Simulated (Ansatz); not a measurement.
Relaxation of C2H4O2S (9 atoms, charge 0, multiplicity 1), to a largest force component of 0.02 eV/Å in at most 50 steps.

Level of theory: Ansatz 0.2.0, RKS BLYP/def2-SVP.

```xyz
9
Properties=species:S:1:pos:R:3
O -1.635 -0.043 1.398
C -1.595 -0.279 0.201
O -0.514 -0.165 -0.579
C 0.716 0.358 0.144
S 2.075 0.478 -0.973
H -2.418 -0.650 -0.414
H 0.444 1.346 0.548
H 2.737 1.664 -0.727
H 2.071 -0.779 -1.303
```

Q: Where does it end, and by what steps?

A: It converged. After 29 steps the energy has fallen by 2.837 eV; H9 moved furthest, 1.50 Å.

```json
{"step": "0", "energy less start (eV)": "0.0000", "largest force component (eV/Å)": "3.330", "accepted": "yes"}
{"step": "2", "energy less start (eV)": "-1.7153", "largest force component (eV/Å)": "1.267", "accepted": "yes"}
{"step": "4", "energy less start (eV)": "-2.0945", "largest force component (eV/Å)": "1.206", "accepted": "yes"}
{"step": "6", "energy less start (eV)": "-2.2496", "largest force component (eV/Å)": "0.540", "accepted": "yes"}
{"step": "8", "energy less start (eV)": "-2.3120", "largest force component (eV/Å)": "0.180", "accepted": "yes"}
{"step": "10", "energy less start (eV)": "-2.3658", "largest force component (eV/Å)": "1.029", "accepted": "yes"}
{"step": "12", "energy less start (eV)": "-2.5546", "largest force component (eV/Å)": "0.890", "accepted": "yes"}
{"step": "14", "energy less start (eV)": "-2.7712", "largest force component (eV/Å)": "0.503", "accepted": "yes"}
{"step": "16", "energy less start (eV)": "-2.8171", "largest force component (eV/Å)": "0.298", "accepted": "yes"}
{"step": "18", "energy less start (eV)": "-2.8246", "largest force component (eV/Å)": "0.260", "accepted": "yes"}
{"step": "20", "energy less start (eV)": "-2.8322", "largest force component (eV/Å)": "0.078", "accepted": "yes"}
{"step": "22", "energy less start (eV)": "-2.8343", "largest force component (eV/Å)": "0.292", "accepted": "yes"}
{"step": "24", "energy less start (eV)": "-2.8354", "largest force component (eV/Å)": "0.057", "accepted": "yes"}
{"step": "26", "energy less start (eV)": "-2.8361", "largest force component (eV/Å)": "0.023", "accepted": "yes"}
{"step": "28", "energy less start (eV)": "-2.7461", "largest force component (eV/Å)": "1.955", "accepted": "no"}
{"step": "29", "energy less start (eV)": "-2.8366", "largest force component (eV/Å)": "0.019", "accepted": "yes"}
```

```xyz
9
Properties=species:S:1:pos:R:3
O -1.596 0.560 1.290
C -1.656 -0.008 0.221
O -0.594 -0.459 -0.519
C 0.713 -0.293 -0.002
S 1.797 0.275 -1.253
H -2.592 -0.287 -0.325
H 0.722 0.258 0.955
H 2.133 1.716 -1.533
H 2.953 0.167 -0.538
```

Whether the end is a true minimum wasn't checked by a vibrational analysis.

Time of the run: 89 s on 2 threads of AMD EPYC 7R43 64-Core Processor (Zen 3) (shared host), peak memory 0.18 GiB.
